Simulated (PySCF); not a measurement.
# CH2O3, a complex of two parts: interaction energy, part 2 of 3

PySCF 2.14.0. Atoms count from 0, parts from 1.

## 5. Coupled-cluster interaction energy: CCSD(T) and MP2, 3.10 Å

What the job is given:

```
{"job": {"kind": "intercc", "basis": "aug-cc-pVDZ", "basis_mid": "aug-cc-pVTZ", "basis_large": "aug-cc-pVQZ"}, "charge": 0, "multiplicity": 1, "parts": [{"atoms": "0-2", "charge": 0, "multiplicity": 1}, {"atoms": "3-5", "charge": 0, "multiplicity": 1}]}
O     -0.190160     0.236015    -0.171295
H     -0.450158    -0.372701     0.524405
H      0.747911     0.083764    -0.309123
O     -1.821238     2.262525    -2.332042
C     -2.502361     1.809514    -1.514604
O     -3.213342     1.374381    -0.711680
```

With the program's defaults for keys left out, this is: CCSD(T)/aug-cc-pVDZ and MP2/aug-cc-pVTZ, aug-cc-pVQZ counterpoise interaction energy, frozen core, gas phase.

Output:

```text
part 1, own basis, geometry of the cluster: E = -76.0604230357 (as before)

part 2, own basis, geometry of the cluster: E = -187.7099065824 (as before)

part 1, own basis, relaxed alone: E = -76.0604054183 (as before)

part 2, own basis, relaxed alone: E = -187.7100286362 (as before)

cluster
final grid: 5584 points
cycle   1  E = -263.7734232310  dE = -4.872e-04  |g| = 1.060e-02  |ddm| = 1.846e-01
cycle   2  E = -263.7734550334  dE = -3.180e-05  |g| = 5.087e-03  |ddm| = 2.687e-02
cycle   3  E = -263.7734605776  dE = -5.544e-06  |g| = 1.927e-03  |ddm| = 7.225e-03
cycle   4  E = -263.7734618006  dE = -1.223e-06  |g| = 4.177e-04  |ddm| = 4.005e-03
cycle   5  E = -263.7734618814  dE = -8.079e-08  |g| = 1.780e-04  |ddm| = 9.499e-04
cycle   6  E = -263.7734618909  dE = -9.453e-09  |g| = 7.118e-05  |ddm| = 2.687e-04
cycle   7  E = -263.7734618931  dE = -2.215e-09  |g| = 1.774e-05  |ddm| = 1.412e-04
cycle   8  E = -263.7734618933  dE = -2.016e-10  |g| = 6.944e-06  |ddm| = 4.527e-05
converged SCF energy = -263.7734618933

part 1 in the basis of the cluster
final grid: 5584 points
cycle   1  E = -76.0604479255  dE = -2.459e-05  |g| = 9.266e-04  |ddm| = 1.358e-01
cycle   2  E = -76.0604482201  dE = -2.946e-07  |g| = 1.151e-04  |ddm| = 1.302e-02
cycle   3  E = -76.0604482265  dE = -6.393e-09  |g| = 1.101e-05  |ddm| = 1.649e-03
cycle   4  E = -76.0604482265  dE = -5.667e-11  |g| = 5.211e-06  |ddm| = 8.517e-05
converged SCF energy = -76.0604482265

part 2 in the basis of the cluster
final grid: 5584 points
cycle   1  E = -187.7099391942  dE = -3.237e-05  |g| = 1.043e-03  |ddm| = 1.114e-01
cycle   2  E = -187.7099396175  dE = -4.233e-07  |g| = 1.415e-04  |ddm| = 1.075e-02
cycle   3  E = -187.7099396271  dE = -9.575e-09  |g| = 1.055e-05  |ddm| = 1.569e-03
cycle   4  E = -187.7099396271  dE = -6.284e-11  |g| = 1.776e-06  |ddm| = 7.779e-05
converged SCF energy = -187.7099396271

Interaction energy (kcal/mol)
  counterpoise       -2.276
  uncorrected        -2.449
  dispersion part     0.000
  deformation         0.080
  binding            -2.196

Decomposition of the uncorrected value (kcal/mol)
  electrostatic      -2.646
  Pauli               1.011
  orbital            -0.330
  dispersion          0.000
  correlation        -0.484

Charge of each part in the cluster: 0.003 -0.003
part 1, own basis, geometry of the cluster: E = -76.0657909023 (as before)

part 2, own basis, geometry of the cluster: E = -187.7226210351 (as before)

part 1, own basis, relaxed alone: E = -76.0657738370 (as before)

part 2, own basis, relaxed alone: E = -187.7227432354 (as before)

cluster
final grid: 5584 points
cycle   1  E = -263.7914833625  dE = -4.602e-04  |g| = 1.070e-02  |ddm| = 2.339e-01
cycle   2  E = -263.7915153625  dE = -3.200e-05  |g| = 5.139e-03  |ddm| = 2.878e-02
cycle   3  E = -263.7915209605  dE = -5.598e-06  |g| = 1.956e-03  |ddm| = 6.904e-03
cycle   4  E = -263.7915222105  dE = -1.250e-06  |g| = 4.314e-04  |ddm| = 3.555e-03
cycle   5  E = -263.7915222944  dE = -8.389e-08  |g| = 1.787e-04  |ddm| = 8.823e-04
cycle   6  E = -263.7915223038  dE = -9.352e-09  |g| = 7.312e-05  |ddm| = 2.698e-04
cycle   7  E = -263.7915223061  dE = -2.293e-09  |g| = 1.785e-05  |ddm| = 1.406e-04
cycle   8  E = -263.7915223063  dE = -2.019e-10  |g| = 6.949e-06  |ddm| = 4.649e-05
converged SCF energy = -263.7915223063

part 1 in the basis of the cluster
final grid: 5584 points
cycle   1  E = -76.0658036576  dE = -1.241e-05  |g| = 6.809e-04  |ddm| = 1.756e-01
cycle   2  E = -76.0658038060  dE = -1.484e-07  |g| = 8.586e-05  |ddm| = 1.642e-02
cycle   3  E = -76.0658038092  dE = -3.194e-09  |g| = 6.875e-06  |ddm| = 2.052e-03
cycle   4  E = -76.0658038092  dE = -2.518e-11  |g| = 1.852e-06  |ddm| = 8.676e-05
converged SCF energy = -76.0658038092

part 2 in the basis of the cluster
final grid: 5584 points
cycle   1  E = -187.7226402712  dE = -1.896e-05  |g| = 7.684e-04  |ddm| = 1.356e-01
cycle   2  E = -187.7226404475  dE = -1.762e-07  |g| = 8.197e-05  |ddm| = 1.214e-02
cycle   3  E = -187.7226404500  dE = -2.518e-09  |g| = 4.941e-06  |ddm| = 1.407e-03
cycle   4  E = -187.7226404500  dE = -1.137e-11  |g| = 1.158e-06  |ddm| = 4.715e-05
converged SCF energy = -187.7226404500

Interaction energy (kcal/mol)
  counterpoise       -2.325
  uncorrected        -2.424
  dispersion part     0.000
  deformation         0.079
  binding            -2.246

Decomposition of the uncorrected value (kcal/mol)
  electrostatic      -2.638
  Pauli               1.000
  orbital            -0.313
  dispersion          0.000
  correlation        -0.473

Charge of each part in the cluster: 0.003 -0.003
part 1 in the basis of the cluster: E(HF) = -76.041422185  E2 = -0.219729577  E(CCSD corr) = -0.227478408  (T) = -0.005251563
part 2 in the basis of the cluster: E(HF) = -187.663290446  E2 = -0.504533323  E(CCSD corr) = -0.500577893  (T) = -0.020802421
cluster: E(HF) = -263.707839158  E2 = -0.724622449  E(CCSD corr) = -0.728466106  (T) = -0.026142874

Counterpoise interaction energy (kcal/mol)
  hf_small                  -1.962
  mp2_small                 -2.188
  ccsd_small                -2.219
  ccsdt_small               -2.275
  hf_large                  -1.931
  mp2_large                 -2.325
  hf_middle                 -1.929
  mp2_middle                -2.276
  scs_mp2_large             -2.131
  mp2_limit                 -2.359
  ccsdt_less_mp2            -0.087
  ccsdt_limit_estimate      -2.446
  bsse_mp2_large             0.100
```

It took 4.6 min on 1 thread of Arm Neoverse N1, shared host; peak memory 1.8 GiB.

Contacts at this geometry (a selection, picked against the atoms' radii; other short pairs can be missing):

| atoms | distance (Å) | kind (by distance and angle) | angle (°) |
| --- | --- | --- | --- |
| O0···C4 | 3.10 | inside the van der Waals sum | – |

Differences are taken before rounding.

| method | interaction energy (kcal/mol) | from CCSD(T), limit estimate (kcal/mol) |
| --- | --- | --- |
| HF/aug-cc-pVDZ | -1.96 | +0.48 |
| MP2/aug-cc-pVDZ | -2.19 | +0.26 |
| CCSD/aug-cc-pVDZ | -2.22 | +0.23 |
| CCSD(T)/aug-cc-pVDZ | -2.27 | +0.17 |
| HF/aug-cc-pVQZ | -1.93 | +0.51 |
| MP2/aug-cc-pVQZ | -2.32 | +0.12 |
| SCS-MP2/aug-cc-pVQZ | -2.13 | +0.32 |
| MP2, extrapolated | -2.36 | +0.09 |
| CCSD(T), limit estimate | -2.45 | 0 |

These energies keep the parts at their geometry in the cluster; deforming them to it costs 0.08 kcal/mol (MP2).

## 6. Coupled-cluster interaction energy: CCSD(T) and MP2, 2.68 Å

Settings changed since step 5:

```diff
@@ -4,4 +4,4 @@
 H      0.747911     0.083764    -0.309123
-O     -1.821238     2.262525    -2.332042
-C     -2.502361     1.809514    -1.514604
-O     -3.213342     1.374381    -0.711680
+O     -1.505938     2.047957    -2.148863
+C     -2.187061     1.594946    -1.331426
+O     -2.898042     1.159813    -0.528502
```

Method: CCSD(T)/aug-cc-pVDZ and MP2/aug-cc-pVTZ, aug-cc-pVQZ counterpoise interaction energy, frozen core, gas phase.

Output:

```text
part 1, own basis, geometry of the cluster: E = -76.0604230357 (as before)

part 2, own basis, geometry of the cluster: E = -187.7099065824 (as before)

part 1, own basis, relaxed alone: E = -76.0604054183 (as before)

part 2, own basis, relaxed alone: E = -187.7100286362 (as before)

cluster
final grid: 5584 points
cycle   1  E = -263.7728399531  dE = -1.451e-03  |g| = 1.675e-02  |ddm| = 2.848e-01
cycle   2  E = -263.7729394608  dE = -9.951e-05  |g| = 7.324e-03  |ddm| = 4.122e-02
cycle   3  E = -263.7729534662  dE = -1.401e-05  |g| = 3.535e-03  |ddm| = 1.127e-02
cycle   4  E = -263.7729573096  dE = -3.843e-06  |g| = 6.671e-04  |ddm| = 6.307e-03
cycle   5  E = -263.7729575254  dE = -2.159e-07  |g| = 2.865e-04  |ddm| = 1.433e-03
cycle   6  E = -263.7729575556  dE = -3.016e-08  |g| = 1.334e-04  |ddm| = 5.036e-04
cycle   7  E = -263.7729575625  dE = -6.904e-09  |g| = 3.181e-05  |ddm| = 2.345e-04
cycle   8  E = -263.7729575632  dE = -7.007e-10  |g| = 9.137e-06  |ddm| = 8.949e-05
converged SCF energy = -263.7729575632

part 1 in the basis of the cluster
final grid: 5584 points
cycle   1  E = -76.0604719428  dE = -4.846e-05  |g| = 1.453e-03  |ddm| = 2.121e-01
cycle   2  E = -76.0604725687  dE = -6.259e-07  |g| = 1.873e-04  |ddm| = 2.165e-02
cycle   3  E = -76.0604725830  dE = -1.432e-08  |g| = 2.044e-05  |ddm| = 2.857e-03
cycle   4  E = -76.0604725832  dE = -1.574e-10  |g| = 1.100e-05  |ddm| = 1.394e-04
converged SCF energy = -76.0604725832

part 2 in the basis of the cluster
final grid: 5584 points
cycle   1  E = -187.7099668500  dE = -5.978e-05  |g| = 1.369e-03  |ddm| = 1.590e-01
cycle   2  E = -187.7099674426  dE = -5.926e-07  |g| = 1.564e-04  |ddm| = 1.533e-02
cycle   3  E = -187.7099674532  dE = -1.062e-08  |g| = 1.236e-05  |ddm| = 2.001e-03
cycle   4  E = -187.7099674533  dE = -8.288e-11  |g| = 2.897e-06  |ddm| = 1.002e-04
converged SCF energy = -187.7099674533

Interaction energy (kcal/mol)
  counterpoise       -2.487
  uncorrected        -2.813
  dispersion part     0.000
  deformation         0.080
  binding            -2.408

Decomposition of the uncorrected value (kcal/mol)
  electrostatic      -5.522
  Pauli               4.857
  orbital            -0.984
  dispersion          0.000
  correlation        -1.165

Charge of each part in the cluster: 0.007 -0.007
part 1, own basis, geometry of the cluster: E = -76.0657909023 (as before)

part 2, own basis, geometry of the cluster: E = -187.7226210351 (as before)

part 1, own basis, relaxed alone: E = -76.0657738370 (as before)

part 2, own basis, relaxed alone: E = -187.7227432354 (as before)

cluster
final grid: 5584 points
cycle   1  E = -263.7908791569  dE = -1.405e-03  |g| = 1.691e-02  |ddm| = 2.868e-01
cycle   2  E = -263.7909805014  dE = -1.013e-04  |g| = 7.405e-03  |ddm| = 3.863e-02
cycle   3  E = -263.7909947280  dE = -1.423e-05  |g| = 3.588e-03  |ddm| = 1.066e-02
cycle   4  E = -263.7909986577  dE = -3.930e-06  |g| = 6.850e-04  |ddm| = 5.639e-03
cycle   5  E = -263.7909988777  dE = -2.200e-07  |g| = 2.892e-04  |ddm| = 1.351e-03
cycle   6  E = -263.7909989080  dE = -3.035e-08  |g| = 1.371e-04  |ddm| = 5.070e-04
cycle   7  E = -263.7909989152  dE = -7.176e-09  |g| = 3.220e-05  |ddm| = 2.385e-04
cycle   8  E = -263.7909989159  dE = -7.112e-10  |g| = 9.075e-06  |ddm| = 8.993e-05
converged SCF energy = -263.7909989159

part 1 in the basis of the cluster
final grid: 5584 points
cycle   1  E = -76.0658100012  dE = -1.854e-05  |g| = 8.409e-04  |ddm| = 2.182e-01
cycle   2  E = -76.0658102095  dE = -2.082e-07  |g| = 1.046e-04  |ddm| = 2.137e-02
cycle   3  E = -76.0658102140  dE = -4.554e-09  |g| = 8.856e-06  |ddm| = 2.739e-03
cycle   4  E = -76.0658102141  dE = -4.158e-11  |g| = 2.548e-06  |ddm| = 1.197e-04
converged SCF energy = -76.0658102141

part 2 in the basis of the cluster
final grid: 5584 points
cycle   1  E = -187.7226470455  dE = -2.548e-05  |g| = 9.418e-04  |ddm| = 1.506e-01
cycle   2  E = -187.7226473001  dE = -2.546e-07  |g| = 1.049e-04  |ddm| = 1.333e-02
cycle   3  E = -187.7226473039  dE = -3.794e-09  |g| = 6.019e-06  |ddm| = 1.542e-03
cycle   4  E = -187.7226473039  dE = -1.705e-11  |g| = 1.745e-06  |ddm| = 5.026e-05
converged SCF energy = -187.7226473039

Interaction energy (kcal/mol)
  counterpoise       -2.624
  uncorrected        -2.799
  dispersion part     0.000
  deformation         0.079
  binding            -2.545

Decomposition of the uncorrected value (kcal/mol)
  electrostatic      -5.540
  Pauli               4.874
  orbital            -0.957
  dispersion          0.000
  correlation        -1.176

Charge of each part in the cluster: 0.007 -0.007
part 1 in the basis of the cluster: E(HF) = -76.041594427  E2 = -0.219930721  E(CCSD corr) = -0.227669280  (T) = -0.005280530
part 2 in the basis of the cluster: E(HF) = -187.663422573  E2 = -0.504700687  E(CCSD corr) = -0.500743267  (T) = -0.020838016
cluster: E(HF) = -263.707551263  E2 = -0.725560456  E(CCSD corr) = -0.729339059  (T) = -0.026321014

Counterpoise interaction energy (kcal/mol)
  hf_small                  -1.590
  mp2_small                 -2.173
  ccsd_small                -2.172
  ccsdt_small               -2.299
  hf_large                  -1.595
  mp2_large                 -2.624
  hf_middle                 -1.580
  mp2_middle                -2.487
  scs_mp2_large             -2.198
  mp2_limit                 -2.712
  ccsdt_less_mp2            -0.126
  ccsdt_limit_estimate      -2.837
  bsse_mp2_large             0.175
```

Wall time 4.4 min (1 thread of Arm Neoverse N1, shared host); peak memory 1.8 GiB.

Contacts at this geometry (a selection, picked against the atoms' radii; other short pairs can be missing):

| atoms | distance (Å) | kind (by distance and angle) | angle (°) |
| --- | --- | --- | --- |
| O0···C4 | 2.68 | inside the van der Waals sum | – |

Differences are taken before rounding.

| method | interaction energy (kcal/mol) | from CCSD(T), limit estimate (kcal/mol) |
| --- | --- | --- |
| HF/aug-cc-pVDZ | -1.59 | +1.25 |
| MP2/aug-cc-pVDZ | -2.17 | +0.66 |
| CCSD/aug-cc-pVDZ | -2.17 | +0.67 |
| CCSD(T)/aug-cc-pVDZ | -2.30 | +0.54 |
| HF/aug-cc-pVQZ | -1.59 | +1.24 |
| MP2/aug-cc-pVQZ | -2.62 | +0.21 |
| SCS-MP2/aug-cc-pVQZ | -2.20 | +0.64 |
| MP2, extrapolated | -2.71 | +0.13 |
| CCSD(T), limit estimate | -2.84 | 0 |

These energies keep the parts at their geometry in the cluster; deforming them to it costs 0.08 kcal/mol (MP2).

## 7. Coupled-cluster interaction energy: CCSD(T) and MP2, 3.53 Å

Settings changed since step 6:

```diff
@@ -4,4 +4,4 @@
 H      0.747911     0.083764    -0.309123
-O     -1.505938     2.047957    -2.148863
-C     -2.187061     1.594946    -1.331426
-O     -2.898042     1.159813    -0.528502
+O     -2.136538     2.477093    -2.515220
+C     -2.817661     2.024082    -1.697782
+O     -3.528642     1.588950    -0.894858
```

Level: CCSD(T)/aug-cc-pVDZ and MP2/aug-cc-pVTZ, aug-cc-pVQZ counterpoise interaction energy, frozen core, gas phase.

Output:

```text
part 1, own basis, geometry of the cluster: E = -76.0604230357 (as before)

part 2, own basis, geometry of the cluster: E = -187.7099065824 (as before)

part 1, own basis, relaxed alone: E = -76.0604054183 (as before)

part 2, own basis, relaxed alone: E = -187.7100286362 (as before)

cluster
final grid: 5584 points
cycle   1  E = -263.7726144991  dE = -2.079e-04  |g| = 7.171e-03  |ddm| = 1.183e-01
cycle   2  E = -263.7726274400  dE = -1.294e-05  |g| = 3.523e-03  |ddm| = 1.863e-02
cycle   3  E = -263.7726299205  dE = -2.480e-06  |g| = 1.203e-03  |ddm| = 4.879e-03
cycle   4  E = -263.7726303946  dE = -4.741e-07  |g| = 2.813e-04  |ddm| = 2.545e-03
cycle   5  E = -263.7726304316  dE = -3.699e-08  |g| = 1.201e-04  |ddm| = 6.761e-04
cycle   6  E = -263.7726304355  dE = -3.872e-09  |g| = 4.253e-05  |ddm| = 1.714e-04
cycle   7  E = -263.7726304363  dE = -8.361e-10  |g| = 1.102e-05  |ddm| = 9.258e-05
converged SCF energy = -263.7726304363

part 1 in the basis of the cluster
final grid: 5584 points
cycle   1  E = -76.0604348203  dE = -1.161e-05  |g| = 6.151e-04  |ddm| = 7.428e-02
cycle   2  E = -76.0604349775  dE = -1.572e-07  |g| = 8.194e-05  |ddm| = 7.224e-03
cycle   3  E = -76.0604349811  dE = -3.607e-09  |g| = 5.770e-06  |ddm| = 1.025e-03
cycle   4  E = -76.0604349811  dE = -1.984e-11  |g| = 8.325e-07  |ddm| = 5.508e-05
converged SCF energy = -76.0604349811

part 2 in the basis of the cluster
final grid: 5584 points
cycle   1  E = -187.7099300655  dE = -2.335e-05  |g| = 8.992e-04  |ddm| = 9.051e-02
cycle   2  E = -187.7099303905  dE = -3.250e-07  |g| = 1.202e-04  |ddm| = 9.949e-03
cycle   3  E = -187.7099303974  dE = -6.899e-09  |g| = 8.130e-06  |ddm| = 1.488e-03
cycle   4  E = -187.7099303975  dE = -3.661e-11  |g| = 1.594e-06  |ddm| = 6.188e-05
converged SCF energy = -187.7099303975

Interaction energy (kcal/mol)
  counterpoise       -1.523
  uncorrected        -1.627
  dispersion part     0.000
  deformation         0.080
  binding            -1.443

Decomposition of the uncorrected value (kcal/mol)
  electrostatic      -1.514
  Pauli               0.211
  orbital            -0.140
  dispersion          0.000
  correlation        -0.183

Charge of each part in the cluster: 0.001 -0.001
part 1, own basis, geometry of the cluster: E = -76.0657909023 (as before)

part 2, own basis, geometry of the cluster: E = -187.7226210351 (as before)

part 1, own basis, relaxed alone: E = -76.0657738370 (as before)

part 2, own basis, relaxed alone: E = -187.7227432354 (as before)

cluster
final grid: 5584 points
cycle   1  E = -263.7906774631  dE = -1.896e-04  |g| = 7.224e-03  |ddm| = 1.653e-01
cycle   2  E = -263.7906902245  dE = -1.276e-05  |g| = 3.573e-03  |ddm| = 2.043e-02
cycle   3  E = -263.7906927318  dE = -2.507e-06  |g| = 1.209e-03  |ddm| = 4.775e-03
cycle   4  E = -263.7906932105  dE = -4.787e-07  |g| = 2.914e-04  |ddm| = 2.419e-03
cycle   5  E = -263.7906932494  dE = -3.891e-08  |g| = 1.202e-04  |ddm| = 6.624e-04
cycle   6  E = -263.7906932531  dE = -3.775e-09  |g| = 4.314e-05  |ddm| = 1.669e-04
cycle   7  E = -263.7906932540  dE = -8.550e-10  |g| = 1.104e-05  |ddm| = 9.147e-05
converged SCF energy = -263.7906932540

part 1 in the basis of the cluster
final grid: 5584 points
cycle   1  E = -76.0657984914  dE = -7.376e-06  |g| = 4.797e-04  |ddm| = 1.101e-01
cycle   2  E = -76.0657985734  dE = -8.195e-08  |g| = 5.825e-05  |ddm| = 9.996e-03
cycle   3  E = -76.0657985750  dE = -1.658e-09  |g| = 4.464e-06  |ddm| = 1.232e-03
cycle   4  E = -76.0657985750  dE = -1.148e-11  |g| = 9.407e-07  |ddm| = 5.321e-05
converged SCF energy = -76.0657985750

part 2 in the basis of the cluster
final grid: 5584 points
cycle   1  E = -187.7226323959  dE = -1.120e-05  |g| = 5.704e-04  |ddm| = 1.120e-01
cycle   2  E = -187.7226325132  dE = -1.173e-07  |g| = 6.881e-05  |ddm| = 1.029e-02
cycle   3  E = -187.7226325153  dE = -2.089e-09  |g| = 4.634e-06  |ddm| = 1.300e-03
cycle   4  E = -187.7226325153  dE = -1.026e-11  |g| = 1.395e-06  |ddm| = 5.131e-05
converged SCF energy = -187.7226325153

Interaction energy (kcal/mol)
  counterpoise       -1.542
  uncorrected        -1.598
  dispersion part     0.000
  deformation         0.079
  binding            -1.463

Decomposition of the uncorrected value (kcal/mol)
  electrostatic      -1.507
  Pauli               0.204
  orbital            -0.129
  dispersion          0.000
  correlation        -0.167

Charge of each part in the cluster: 0.001 -0.001
part 1 in the basis of the cluster: E(HF) = -76.041336723  E2 = -0.219627713  E(CCSD corr) = -0.227382476  (T) = -0.005236156
part 2 in the basis of the cluster: E(HF) = -187.663226890  E2 = -0.504430573  E(CCSD corr) = -0.500475655  (T) = -0.020779699
cluster: E(HF) = -263.706878550  E2 = -0.724140422  E(CCSD corr) = -0.727992527  (T) = -0.026047219

Counterpoise interaction energy (kcal/mol)
  hf_small                  -1.453
  mp2_small                 -1.504
  ccsd_small                -1.537
  ccsdt_small               -1.557
  hf_large                  -1.419
  mp2_large                 -1.542
  hf_middle                 -1.421
  mp2_middle                -1.523
  scs_mp2_large             -1.452
  mp2_limit                 -1.558
  ccsdt_less_mp2            -0.052
  ccsdt_limit_estimate      -1.610
  bsse_mp2_large             0.056
```

Wall time 4.3 min (1 thread of Arm Neoverse N1, shared host); peak memory 1.8 GiB.

Contacts at this geometry (a selection, picked against the atoms' radii; other short pairs can be missing):

| atoms | distance (Å) | kind (by distance and angle) | angle (°) |
| --- | --- | --- | --- |
| O0···C4 | 3.53 | at van der Waals distance | – |

| method | interaction energy (kcal/mol) | from CCSD(T), limit estimate (kcal/mol) |
| --- | --- | --- |
| HF/aug-cc-pVDZ | -1.45 | +0.16 |
| MP2/aug-cc-pVDZ | -1.50 | +0.11 |
| CCSD/aug-cc-pVDZ | -1.54 | +0.07 |
| CCSD(T)/aug-cc-pVDZ | -1.56 | +0.05 |
| HF/aug-cc-pVQZ | -1.42 | +0.19 |
| MP2/aug-cc-pVQZ | -1.54 | +0.07 |
| SCS-MP2/aug-cc-pVQZ | -1.45 | +0.16 |
| MP2, extrapolated | -1.56 | +0.05 |
| CCSD(T), limit estimate | -1.61 | 0 |

These energies keep the parts at their geometry in the cluster; deforming them to it costs 0.08 kcal/mol (MP2).

(Continued in part 3 of 3.)
